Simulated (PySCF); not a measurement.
A species of formula [C6H11]+ has this rotational fingerprint, computed with PBE0-D3(BJ)/def2-SVP geometry optimisation, gas phase in PySCF 2.14.0:

- Rotational constants: A = 6669, B = 3030, C = 2269 MHz
- Dipole components (about the centre of mass): |μa| = 2.45 D, |μb| = 0.09 D, |μc| = 0.16 D
- Inertial defect: -19.80 u·Å²
- κ: -0.65

Question: Which candidate fits, each taken in the one conformer that was computed?
A. `C=C(C)[C+](C)C`
B. `[CH3:1][C+:2]([CH3:3])[CH:4]1[CH2:5][CH2:6]1` (charge +1) with C1–C2–C4–C5 -34°
C. `[CH3:1][C+:2]1[CH2:3][CH2:4][CH2:5][CH2:6]1` (charge +1) with C1–C2–C3–C4 172°, C2–C3–C4–C5 28°, C3–C4–C5–C6 -35°, C4–C5–C6–C2 30°

Answer: C. It is C[C+]1CCCC1, an asymmetric top. The candidates at the same level (rigid rotor, commonest isotopes):

| SMILES | A (MHz) | B (MHz) | C (MHz) | μa (D) | μb (D) | μc (D) | Δ (u·Å²) | point group | rotor |
| --- | --- | --- | --- | --- | --- | --- | --- | --- | --- |
| C[C+](C)C1CC1 | 6218 | 2574 | 2163 | 0.76 | 0.07 | 0.10 | -43.96 | – | asymmetric top |
| C=C(C)[C+](C)C | 4635 | 3230 | 1973 | 0.85 | 0.71 | 0.01 | -9.35 | near Cs | asymmetric top |
| C[C+]1CCCC1 | 6669 | 3030 | 2269 | 2.45 | 0.09 | 0.16 | -19.80 | – | asymmetric top |

`C[C+](C)C1CC1` has B 15 % too low; `C=C(C)[C+](C)C` has A 30 % too low. No structure here is proved a minimum.
